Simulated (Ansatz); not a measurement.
Thallium, hcp: convergence with Methfessel-Paxton smearing

Computed with Ansatz, PBE, scalar-relativistic PAW, on the relaxed cell (a = 3.590 Å, c = 5.642 Å (c/a = 1.571); spin not included). Errors count from a run at 420 eV on a Γ-centred 17×17×9 mesh with Fermi-Dirac smearing of 0.1 eV, extrapolated to zero width. Fixed here: cutoff 420 eV, mesh 10×10×6. The SCF starts from atomic densities corrected by a trained network.

```csv
width (eV),E(σ→0) error (meV/atom),F error (meV/atom),P (GPa),SCF iterations
0.01,-0.2,-0.2,0.00,5
0.03,-0.2,-0.3,-0.01,5
0.1,-0.7,-1.0,-0.06,5
0.3,-2.4,-2.9,-0.05,5
0.6,-4.2,-2.5,-0.10,5
1.0,0.7,2.2,-0.07,5
```

Question: What does the run at 0.2 give (width)?

Answer: E(σ→0) error (meV/atom): -1.6; F error (meV/atom): -2.1; P (GPa): -0.06; SCF iterations: 5.
